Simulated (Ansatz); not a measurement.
Consider InAs in the zinc blende structure (space group F-43m, No. 216; a = 6.187 Å).

Method: PBE (Ansatz, a first-principles code), no spin-orbit coupling, earlier PAW set.

Perturbation: full substitution In → B; the structure is relaxed again.

Measured lattice parameter a: InAs 6.047 Å (static lattice; corrected from measurement; as listed in Daniel Mejia-Rodriguez, S. B. Trickey, Phys. Rev. B (2018)); BAs 4.777 Å (room temperature; as listed in M J Lucero, T M Henderson, G E Scuseria, Journal of Physics Condensed Matter (2012)).

Task: How well does PBE reproduce the measured shift?

Result: With PBE the lattice parameter a moves by -1.377 Å (6.187 → 4.809) against -1.270 Å measured. The two measured values stand on different bases (one corrected, one not), which blurs small differences.

Whether these cells are dynamically stable was not tested. The final runs are not spin-polarised.
